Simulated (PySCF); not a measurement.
**Stretching SN**

Set-up: S 6-31G(d,p), N 6-31G(d,p); no relativity (PySCF 2.14). Energies in eV from S + N in their ground configurations at the same level. State: ²Π (doublet), unpaired electrons π ↑.

```json
{"R (Å)": "1.299", "TPSS": "-2.667"}
{"R (Å)": "1.359", "TPSS": "-3.788"}
{"R (Å)": "1.419", "TPSS": "-4.433"}
{"R (Å)": "1.465", "TPSS": "-4.687"}
{"R (Å)": "1.510", "TPSS": "-4.792"}
{"R (Å)": "1.555", "TPSS": "-4.781"}
{"R (Å)": "1.616", "TPSS": "-4.633"}
{"R (Å)": "1.691", "TPSS": "-4.302"}
{"R (Å)": "1.782", "TPSS": "-3.786"}
{"R (Å)": "1.903", "TPSS": "-3.068"}
```

Question: Put a parabola through the three lowest points of the TPSS curve and estimate Re, k and ωe (reduced mass 9.738 u; 1 eV/Å² = 0.16022 mdyn/Å; ωe = 1302.8·√(k/μ) cm⁻¹).

Answer: Through R = 1.465, 1.51, 1.555 Å the second-order coefficient is 28.6 eV/Å², so Re ≈ 1.528 Å, k ≈ 9.18 mdyn/Å and ωe ≈ 1265 cm⁻¹. A polynomial fit of higher order to the unrounded TPSS energies gives Re = 1.527 Å, k = 8.10 mdyn/Å, ωe = 1188 cm⁻¹; anharmonicity and rounding make the difference.

The higher-order fit for each curve: TPSS: Re = 1.527 Å, ωe = 1188 cm⁻¹, De = 4.80 eV.

⟨S²⟩ of the unrestricted solution departs from its pure value on part of the curve, where spin states mix. The state was picked by a PBE0 search and need not be the measured ground state.
